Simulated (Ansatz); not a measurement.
Write a Python script for the Ansatz DFT code, driven from Python that makes a ladder of basis sets of CH3FMg, SMILES [CH3][Mg][F]. Use (for the species named): PBE0, cc-pVDZ basis, multiplicity 1, D4 dispersion. The script varies basis: cc-pVDZ, cc-pVTZ.

Input file `ch3fmg.xyz`:
```text
6

C     0.61410   -0.53840    0.43360
Mg   -0.87500    0.72500   -0.64490
F    -2.20580    1.83590   -1.62340
H     0.19440   -1.47620    0.63150
H     1.47730   -0.62900   -0.21790
H     0.83690    0.01870    1.37480
```

The script, `basis_ch3fmg.py`:
```python
import ansatz


def main() -> None:
    mol = ansatz.Crystal.molecule_from_extxyz("ch3fmg.xyz")

    calculation = mol.calculation().functional("pbe0", dispersion="d4")

    energies = {}
    for basis in ["cc-pVDZ", "cc-pVTZ"]:
        summary = calculation.basis(gaussian=basis).run(threads=1, backend="cpu").report
        size = summary["n_frozen"] + summary["n_occupied"][0] + summary["n_virtual"][0]
        energies[basis] = (summary["reference_energy_ev"] / 27.211386246, summary["free_energy_ev"] / 27.211386246)
        print(f"{basis:14s} {size:4d} orbitals  reference {energies[basis][0]:14.6f} Ha  total {energies[basis][1]:14.6f} Ha")

    last = energies["cc-pVTZ"][1]
    for basis, (_, total) in energies.items():
        print(f"{basis:14s} lies {27.211386 * (total - last):9.4f} eV above cc-pVTZ")


if __name__ == "__main__":
    main()
```

```console
$ python basis_ch3fmg.py
cc-pVDZ          61 orbitals  reference    -339.615522 Ha  total    -339.617294 Ha
cc-pVTZ         136 orbitals  reference    -339.676824 Ha  total    -339.678595 Ha
cc-pVDZ        lies    1.6681 eV above cc-pVTZ
cc-pVTZ        lies    0.0000 eV above cc-pVTZ
```

Against cc-pVDZ: cc-pVTZ -61.3 mHa. The last step alone is -61.30 mHa. From the first set to the last the time grows from 1.1 to 2.7 s.

What to keep in mind:
- The settings weren't tested for convergence.
- The geometry is a force-field or estimated start, not a minimum of this method, and the last set is no limit. Much of the fall in a total is atomic energy, which cancels in bond and reaction energies.
- Total less reference energy is the dispersion correction.
- Wall time of the script: 4.3 s on 1 thread of Arm Neoverse V2, with other jobs on the host, peak memory 0.25 GiB.
